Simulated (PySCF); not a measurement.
# CH4O2: the cost of one run

Programs: PySCF 2.14.0. All values are calculated, for the isolated system unless a continuum is named. Atoms count from 0, parts from 1.

## (1) Starting point

7 atoms, charge 0, multiplicity 1; geometry: GFN2-xTB. Parts: 1 = atoms 0–2, `O`, charge 0; 2 = atoms 3–6, `C=O`, charge 0.

## (2) Relaxing the molecule at PBE0-D3(BJ)/def2-TZVPD

What the job is given:

```
{"job": {"xc": "PBE0", "basis": "def2-TZVPD", "d3": "d3bj", "grid": 3, "kind": "geom", "shake": 0.01}, "charge": 0, "multiplicity": 1, "parts": [{"atoms": "0-2", "charge": 0, "multiplicity": 1}, {"atoms": "3-6", "charge": 0, "multiplicity": 1}]}
O     -0.027956     0.222253     0.257096
H     -0.586248    -0.100032    -0.468412
H      0.684807    -0.351347     0.336432
C      2.800989    -0.594886     1.945686
O      2.351877    -1.228213     1.006155
H      3.642397    -0.912564     2.527724
H      2.306257     0.335822     2.288140
```

Run with:

```sh
$ OMP_NUM_THREADS=1 python cluster_run.py task.json out
```

This one command runs all jobs of the session in turn.

Q: Estimate the wall time and peak memory of this first job on 1 thread of Arm Neoverse N1, shared host.

About 1.8 min, with a peak of 0.57 GiB.
